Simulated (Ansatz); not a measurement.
# SiN+ (triplet): the correlation ladder, def2-TZVPP

One table from this session's results is given with a row withheld; the runs are named, their logs left out.

Method: def2-TZVPP, core rule «outside noble gas», up to 6 orbitals frozen; program: Ansatz 0.2.0, Gaussian basis.

To be run: UHF; ROHF; CCSD(T) on UHF.

## What is computed

The geometry is a PBE0/def2-TZVP stationary point (not a proven minimum) of the parent state, kept for this charge and spin.

2 atoms, charge 1, spin multiplicity 3.

Atoms are counted from 1 here; the program's logs count them from 0.

Bond lengths: Si1–N2 1.889 Å.

The first run:

in.yaml

```yaml
crystal:
  periodic: [false, false, false]
  atoms:
    - {symbol: Si, position_ang: [0.000000, 0.000000, 0.000000]}
    - {symbol: N, position_ang: [0.000000, 0.000000, 1.889128]}
basis:
  gaussian: {orbitals: def2-TZVPP}
total_charge: 1
magnetization: {spin_polarized: true, initial_magnetization: 2}
hamiltonian: {xc: hf}
output: {orbitals: {seedname: orbitals}}
```

The run is started by

```sh
$ ansatz run in.yaml --threads 1 --pin off --events-out ev --progress --plain --max-ram 4096MiB --backend cpu
```

Among the steps run: UHF; ROHF; CCSD(T) on UHF.

One of the session's tables, all rows but one given; the rest of the session is left out.

```
  method  from UCCSD(T) (meV)
    ROHF              +6382.1
     UHF                    ?
    UMP2              +1118.5
   UCCSD               +235.7
UCCSD(T)                    0
```

Estimate the missing values for UHF.

The run gave: from UCCSD(T) (meV): +6210.7. In the column «from UCCSD(T) (meV)» it lies between UMP2 (+1118.5) and ROHF (+6382.1).
